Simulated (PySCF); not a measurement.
Molecule: `C=C[C@H](C)[NH2+]C`, [C$_{5}$H$_{12}$N]+.

Bonds (- single, = double, # triple, : aromatic): C1=C2, C2-C3, C3-C4, C3-N5, N5-C6. C1 carries H7, H8; C2 carries H9; C3 carries H10; C4 carries H11, H12, H13; N5 carries H14, H15; C6 carries H16, H17, H18. Formal charges: N5 +1. Stereochemistry as in C=C[C@H](C)[NH2+]C.

Total charge +1. H7 is cis to C3; H15 is pro-R; H14 is pro-S; H8 is trans to C3.

Frames of a GFN2-xTB Langevin trajectory at 300 K; GIAO PBE0/pcSseg-1 shieldings in PySCF 2.14.0 with density-fitted response routines, gas phase, non-relativistic; equivalent atoms averaged within each frame.

Scale: 13C (186.93 ppm) and 1H (31.72 ppm) vs TMS; NH3 for 15N (267.73 ppm) (reference shieldings calculated alike). The references are static minima.

Q: How do the shifts (ppm) fluctuate along the trajectory?

A: 
| time (fs) | C1 | C2 | C3 | C6 | C4 | N5 | H7 | H9 | H8 | H15 |
| --- | --- | --- | --- | --- | --- | --- | --- | --- | --- | --- |
| 250 | 141.0 | 140.4 | 66.6 | 45.3 | 25.9 | 93.9 | 5.90 | 5.88 | 5.77 | 4.19 |
| 425 | 136.3 | 136.7 | 56.2 | 35.4 | 34.9 | 84.3 | 6.39 | 5.35 | 6.13 | 5.61 |
| 625 | 145.8 | 136.2 | 71.1 | 41.9 | 19.3 | 85.2 | 6.04 | 6.36 | 6.29 | 5.32 |
| 800 | 136.0 | 132.2 | 86.6 | 31.0 | 28.5 | 87.6 | 6.52 | 5.08 | 6.43 | 4.17 |
| 1000 | 129.8 | 125.8 | 68.3 | 37.9 | 22.5 | 80.7 | 6.42 | 5.27 | 6.76 | 3.65 |
| mean of frames | 137.8 | 134.3 | 69.7 | 38.3 | 26.2 | 86.4 | 6.25 | 5.59 | 6.28 | 4.59 |
| standard deviation | 6.0 | 5.5 | 11.0 | 5.5 | 6.0 | 4.9 | 0.27 | 0.52 | 0.37 | 0.84 |

5 frames give an uncertainty of the mean of about the standard deviation over 2.2 at best, since frames this close in time may not be independent; classical motion lacks zero-point vibration, and the reference would need the same averaging.
